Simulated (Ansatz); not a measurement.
bcc K, treated with PBEsol (plane waves, PAW; Ansatz, a program for electronic structure).

Numerical settings: plane-wave cutoff 520 eV, 16×16×16 k mesh, Fermi–Dirac smearing 0.05 eV, scalar-relativistic PAW data made under PBE.

Computed points:

```
V (Å³/atom)  E − E_lowest (meV/atom)  P (GPa)
-----------  -----------------------  -------
66.655                          3.27    0.259
68.073                          1.41    0.164
69.492                          0.34    0.078
70.910                          0.00    0.000
72.328                          0.32   -0.071
73.746                          1.23   -0.135
75.164                          2.70   -0.194
```

Question: Estimate the bulk modulus from the pressures at 69.492 and 72.328 Å³/atom, and compare it with a fit to all energies.

Answer: B = −V dP/dV. Between V = 69.492 and 72.328 Å³/atom, dP/dV = (-0.071 − (0.078))/(72.328 − 69.492) = -0.0525 GPa per Å³/atom; at the midpoint 70.910 Å³/atom this gives B ≈ 3.73 GPa. The third-order Birch–Murnaghan fit gives V0 = 70.913 Å³/atom, B0 = 3.72 GPa, B′ = 3.7, which lies within 1 % of that estimate.

Measured, for comparison: bulk modulus 3.75 GPa (corrected for temperature and zero-point phonon effects; as tabulated in Levämäki et al. (2014), arXiv:1402.3671); equilibrium volume per atom 70.79 Å³/atom (low-temperature or extrapolated to 0 K; zero-point anharmonic expansion removed; as tabulated in Csonka et al. (2009), arXiv:0903.4037). Computed (rounded) less measured: bulk modulus -0.8 %, equilibrium volume per atom +0.2 %.

Computed values are for the static lattice.
